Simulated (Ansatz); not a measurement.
# PHS+ (doublet): from Hartree-Fock to the top rungs, def2-TZVPP

The task here is to estimate one member of a computed series from the others.

Computed with Ansatz 0.2.0, Gaussian basis. Level: def2-TZVPP, core rule «outside noble gas», up to 10 orbitals frozen.

To be run: UHF; ROHF; CCSD(T) on UHF.

2 further runs of the same task are left out: 2 set aside as unsound or not needed.

## What is computed

The geometry is a PBE0/def2-TZVP stationary point (not a proven minimum) of the parent state, kept for this charge and spin.

3 atoms, charge 1, spin multiplicity 2.

Atoms are counted from 1 here; the program's logs count them from 0.

Bond lengths: P1–S2 1.921 Å, P1–H3 1.443 Å. Angles: S2–P1–H3 102.0°.

The first run:

File in.yaml:

```yaml
crystal:
  periodic: [false, false, false]
  atoms:
    - {symbol: P, position_ang: [0.000000, -0.081643, 0.953681]}
    - {symbol: S, position_ang: [0.000000, 0.037722, -0.963359]}
    - {symbol: H, position_ang: [0.000000, 1.308856, 1.340359]}
basis:
  gaussian: {orbitals: def2-TZVPP}
total_charge: 1
magnetization: {spin_polarized: true, initial_magnetization: 1}
hamiltonian: {xc: hf}
output: {orbitals: {seedname: orbitals}}
```

Command:

```bash
ansatz run in.yaml --threads 1 --pin off --events-out ev --progress --plain --max-ram 4096MiB --backend cpu
```

Steps of the session up to this table: UHF; ROHF; CCSD(T) on UHF.

One of the session's tables, all rows but one given; the rest of the session is left out.

It belongs to the step «Misses and costs». 

| method | from UCCSD(T) (meV) |
| --- | --- |
| ROHF | +9121.3 |
| UHF | +8884.5 |
| UMP2 | +1649.6 |
| UCCSD | ? |
| UCCSD(T) | 0 |

Q: Estimate the row for UCCSD from the others.

As computed: from UCCSD(T) (meV): +491.0. In the column «from UCCSD(T) (meV)» it lies between UCCSD(T) (0) and UMP2 (+1649.6).
